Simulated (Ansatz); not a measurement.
A structure relaxed at PBE0-D4/def2-TZVP, charge 0, multiplicity 1:

```xyz
9

C     0.328    1.070    0.697
C     0.063   -0.054    0.022
N    -1.181   -0.627   -0.168
C     1.151   -0.814   -0.527
N     2.005   -1.428   -0.992
H     1.349    1.387    0.849
H    -0.468    1.671    1.119
H    -1.284   -1.188   -0.998
H    -1.964   -0.015   -0.002
```

(1) Give its formula and SMILES.

(2) Summarise the bond lengths by kind.

Answers

(1) C3H4N2, `C=C(N)C#N`.

(2) 2 × C–C 1.338 to 1.436 Å; 2 × C–H 1.079 to 1.083 Å; 2 × C–N 1.151 to 1.384 Å; 2 × H–N 1.007 Å.

Computed with Ansatz.
